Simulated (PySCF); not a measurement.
**CCl, HF: how much the basis matters**

PySCF, UHF reference; doublet, unpaired electrons π ↑; De to C + Cl without counterpoise correction.

| basis | relativity | functions | Re (Å) | ωe (cm⁻¹) | De (eV) | μ (D) |
| --- | --- | --- | --- | --- | --- | --- |
| pcseg-1 | no relativity | 32 | 1.676 | 870 | 2.00 | 0.83 |
| def2-SVPD | no relativity | 47 | 1.671 | 874 | 2.16 | 1.03 |
| aug-pcseg-1 | no relativity | 50 | 1.676 | 867 | 2.12 | 0.91 |
| def2-TZVPP | no relativity | 73 | 1.659 | 873 | 2.28 | 1.10 |
| def2-TZVPPD | no relativity | 88 | 1.658 | 872 | 2.28 | 1.08 |

**Question.** How does each smaller set differ from the one with most functions, def2-TZVPPD?

**Answer.** pcseg-1: +1.8 pm, -0.2 % in ωe, -0.28 eV in De; def2-SVPD: +1.3 pm, +0.2 % in ωe, -0.12 eV in De; aug-pcseg-1: +1.8 pm, -0.6 % in ωe, -0.16 eV in De; def2-TZVPP: +0.1 pm, +0.1 % in ωe, +0.00 eV in De. All at HF; the set with most functions is neither the basis-set limit nor always the best.

A positive dipole means C(−)Cl(+). Hartree–Fock leaves out correlation, which carries a large part of most bond energies and some tenths to 1 eV of ionisation energies. The state was picked by a PBE0 search and need not be the measured ground state.
